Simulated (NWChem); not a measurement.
Molecule: NH2, doublet; SMILES [NH2]

```xyz
3

N      0.0000     0.0000     0.1667
H      0.8041     0.0000    -0.4718
H     -0.8041     0.0000    -0.4718
```
Atoms are numbered in this order, from 1.

Computed with NWChem. Spin-unrestricted. In the optimisation the excess spin sits in b2 (C2v, its own frame). Geometry: optimised at PBE0-D3(BJ)/def2-TZVP, spin-unrestricted. No stability test was run on the SCF state. Principal shifts from the free-electron g value, in parts per thousand; spin-orbit coupling by linear response on scalar ZORA.

**Question.** Predict the results for PBE/x2c-TZVPall, ZORA. Quantities: Δg1 (ppt); Δg2 (ppt); Δg3 (ppt); isotropic Δg (ppt).

**Answer.** 
| Item | Value |
|---|---|
| Δg1 (ppt) | -0.04 |
| Δg2 (ppt) | 1.88 |
| Δg3 (ppt) | 5.58 |
| isotropic Δg (ppt) | 2.47 |
